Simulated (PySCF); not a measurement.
Mayer bond orders and bond lengths

Species: C4H5F.
Numbering: `[CH3:1][C@@H:2]1[CH:3]=[C:4]1[F:5]` (hydrogens: H6, H7, H8 on C1; H9 on C2; H10 on C3)

Cartesian coordinates in Å at the PBE0-D3(BJ)/def2-SVP level; atoms count from 1:
```xyz
10
C4H5F angstrom
C     -1.2027   -0.2318   -0.4227
C     -0.0617    0.1503    0.4929
C      1.2313    0.8047   -0.0493
C      1.2869   -0.4162    0.3657
F      2.0035   -1.4916    0.5585
H     -1.9010    0.6102   -0.5554
H     -1.7796   -1.0745   -0.0086
H     -0.8302   -0.5268   -1.4159
H     -0.4000    0.4638    1.4972
H      1.6477    1.7107   -0.4771
```

Bond orders from the PBE0/pcSseg-1 density (PySCF). Geometry: PBE0-D3(BJ)/def2-SVP; no solvent, vibrations or thermal averaging.

Question: Where do the orders between heavy atoms depart from those drawn in the SMILES?

Answer: The largest departure is 0.243, at C3–C4 (drawn double, 1.757). Drawn single, order below 0.88: C2–C3 (0.818).

Question: Set the Mayer orders of the bonds between heavy atoms beside their lengths.

Answer: 
```tsv
bond	drawn as	length (Å)	Mayer order
C1–C2	single	1.512	1.010
C2–C3	single	1.547	0.818
C3–C4	double	1.291	1.757
C4–F5	single	1.307	1.044
C4–C2	single	1.468	1.022
```

By pair of heavy elements: C–C: lowest C2–C3 (0.818, 1.547 Å), highest C3–C4 (1.757, 1.291 Å).

Question: And the bonds to hydrogen?

Answer: C–H: 0.93 to 1.00 (5 bonds).

Question: Sum the orders of all bonds at each heavy atom with more than one neighbour and set the sums beside the valence in the SMILES.

Answer: C1 3.899 (drawn 4), C2 3.784 (drawn 4), C3 3.577 (drawn 4), C4 3.823 (drawn 4). Orders between atoms that aren't bonded are not in these sums.

The Mayer order sums products of elements of PS (density times overlap matrix) between the two atoms' basis functions, so it depends on the basis set.
